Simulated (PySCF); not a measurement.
Species: C₃H₇OP.
Structure used (PBE0-D3(BJ)/def2-SVP), in Å, numbered top down from 1:
```
atom  x, y, z in Å
C1    -1.168    0.685   -0.718
C2    -0.208    0.371    0.402
C3     1.294    0.160    0.046
P4     0.419   -1.303    0.598
O5     0.067   -2.505   -0.214
H6    -1.023    1.714   -1.086
H7    -2.210    0.583   -0.381
H8    -1.028   -0.004   -1.565
H9    -0.382    0.935    1.328
H10    2.056    0.638    0.670
H11    1.519    0.196   -1.026
H12    0.730   -1.492    1.968
```

Theory: TDDFT CAM-B3LYP/def2-SVPD, vertical, gas phase, core orbitals frozen in the response (PySCF 2.14.0, density-fitted response routines).

Transition dipole moments from the ground state, in atomic units and in the frame of the coordinates above (overall signs are arbitrary), for the states with f of 0.002 or more among the lowest 9:

```json
{"state": "S1", "E (eV)": "6.059", "μx": "-0.232", "μy": "0.000", "μz": "0.050"}
{"state": "S3", "E (eV)": "6.878", "μx": "-0.101", "μy": "-0.082", "μz": "-0.146"}
{"state": "S4", "E (eV)": "7.187", "μx": "0.058", "μy": "0.791", "μz": "-0.381"}
{"state": "S5", "E (eV)": "7.486", "μx": "0.163", "μy": "-0.001", "μz": "-0.112"}
{"state": "S6", "E (eV)": "7.530", "μx": "-0.131", "μy": "0.163", "μz": "0.000"}
{"state": "S7", "E (eV)": "7.620", "μx": "0.135", "μy": "-0.088", "μz": "0.473"}
{"state": "S9", "E (eV)": "8.072", "μx": "-0.156", "μy": "0.294", "μz": "-0.043"}
```

(1) What oscillator strength does each state have?

(2) What angle do the transition dipoles of S4 and S7 make?

(3) What peak molar absorption coefficient would the strongest computed level give as a lone Gaussian band 0.4 eV wide at half height?

## Answers

(1) f = (2/3) ΔE |μ|² with ΔE in hartree (27.2114 eV).

```tsv
state	|μ|² (au)	|μ| (D)	f
S1	0.056	0.60	0.008
S3	0.038	0.50	0.006
S4	0.774	2.24	0.136
S5	0.039	0.50	0.007
S6	0.044	0.53	0.008
S7	0.250	1.27	0.047
S9	0.113	0.85	0.022
```

(2) |cos θ| = |μa·μb| / (|μa| |μb|) = 0.55, so θ ≈ 57° (taken between 0 and 90°, since the signs are arbitrary).

(3) ε(max) = 2.175×10⁸ f / FWHM, with the width in cm⁻¹. S4: 2.175×10⁸ × 0.1362 / 3226 ≈ 9200 L mol⁻¹ cm⁻¹.

The vertical ionisation energy (ΔSCF) is 9.43 eV, 1.36 eV above S9.
